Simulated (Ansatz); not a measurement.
# C4H6NO (charge -1): ranking of conformers, by script

Wanted for C4H6NO (charge -1): a ranking of conformers.

All numbers are computed with the Python package of Ansatz 0.2.0. Level of theory: MP2/cc-pVDZ.

## (1) The structure

The script builds its own geometries from the SMILES CCO[CH-]C#N.

No structure file is read: the coordinates are typed or built in the script.

## (2) The script

The input, c4h6no_conformers.py:

```python
'''Conformer energies of C4H6NO(-).'''

import ansatz as az
from rdkit import Chem
from rdkit.Chem import AllChem


def main() -> None:
    rd = Chem.AddHs(Chem.MolFromSmiles('CCO[CH-]C#N'))
    ids = list(AllChem.EmbedMultipleConfs(rd, numConfs=20, randomSeed=419, pruneRmsThresh=0.4))
    field = [energy for _, energy in AllChem.MMFFOptimizeMoleculeConfs(rd)]
    distinct = {round(e, 2): i for i, e in zip(ids, field)}
    chosen = sorted(distinct.items())[:3]
    found = []
    for force_field, index in chosen:
        molecule = az.Crystal.molecule()
        for atom, xyz in zip(rd.GetAtoms(), rd.GetConformer(index).GetPositions()):
            molecule = molecule.atom(atom.GetSymbol(), xyz.round(5).tolist())
        model = (
            molecule.calculation()
            .basis(gaussian='cc-pVDZ')
            .correlation('MP2')
            .charge(-1)
        )
        found.append(model.run(threads=1).report['free_energy_ev'])
    print('conformer   MMFF (kcal/mol)   this level (kJ/mol)')
    for (force_field, index), e in zip(chosen, found):
        print(f'{index:9d} {force_field - chosen[0][0]:17.2f} {96.485332 * (e - min(found)):17.3f}')


if __name__ == '__main__':
    main()
```

## (3) The input behind the calls

The package turns the script's settings into the engine's input (first run):

```yaml
crystal:
  periodic: [false, false, false]
  atoms:
    - { symbol: C, position_ang: [-1.88134, 0.20796, 0.29803] }
    - { symbol: C, position_ang: [-0.3847, -0.00977, 0.4239] }
    - { symbol: O, position_ang: [0.19533, 0.13565, -0.87618] }
    - { symbol: C, position_ang: [1.55784, -0.0327, -0.93693] }
    - { symbol: C, position_ang: [2.41809, -0.3302, 0.14695] }
    - { symbol: "N", position_ang: [3.11326, -0.57397, 1.04264] }
    - { symbol: H, position_ang: [-2.09352, 1.20422, -0.10396] }
    - { symbol: H, position_ang: [-2.31915, -0.51612, -0.39706] }
    - { symbol: H, position_ang: [-2.37316, 0.10695, 1.26955] }
    - { symbol: H, position_ang: [-0.19647, -1.01804, 0.8109] }
    - { symbol: H, position_ang: [0.0336, 0.73617, 1.10976] }
    - { symbol: H, position_ang: [1.93022, 0.08986, -1.94298] }
basis:
  gaussian:
    orbitals: cc-pVDZ
total_charge: -1.0
correlation:
  method: mp2
```

## (4) Launch

Launch:

```bash
$ python c4h6no_conformers.py
```

Without the output at hand: what should come out? Wanted: lowest; next above it by.

The runs gave:

| quantity | value |
| --- | --- |
| runs compared | 3 |
| lowest | run 1 |
| next above it by | 0.059 eV |

The structures are force-field minima, not relaxed at this level. Of those tried, run 1 is lowest; run 3 lies 0.059 eV above it. The conformers keep their force-field geometries. Anions want diffuse functions, which this basis lacks.
